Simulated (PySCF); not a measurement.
Gas-phase reaction: PH2 + PO2 ⇌ 2 PO + H2

Method: PySCF energies plus ideal-gas RRHO corrections (1 bar). † marks an energy on the PBE0/def2-TZVP geometry and frequencies. Open shells (unrestricted): PH2 (multiplicity 2), PO2 (multiplicity 2), PO (multiplicity 2); the rest are closed-shell singlets. Spin-orbit splitting is ignored; it lowers the true energy and changes the entropy of PO. PH2: computed as isolated molecules; such fragments, hydroxides, amides, oligomers or adducts are transient or little studied in the gas.

```
level               ΔH°(298 K), kJ
------------------  --------------
BLYP/def2-TZVP†                 90
HF/def2-TZVP†                  [?]
M06-2X/def2-TZVP†              [?]
PBE0/def2-QZVP†                [?]
r2SCAN/def2-TZVP†              142
ωB97M-V/def2-TZVP†             100
ωB97X-V/def2-TZVP†             111
```

Problem. What belongs in the gaps?

Solution. 
- HF/def2-TZVP†, ΔH°(298 K), kJ: 100
- M06-2X/def2-TZVP†, ΔH°(298 K), kJ: 104
- PBE0/def2-QZVP†, ΔH°(298 K), kJ: 128
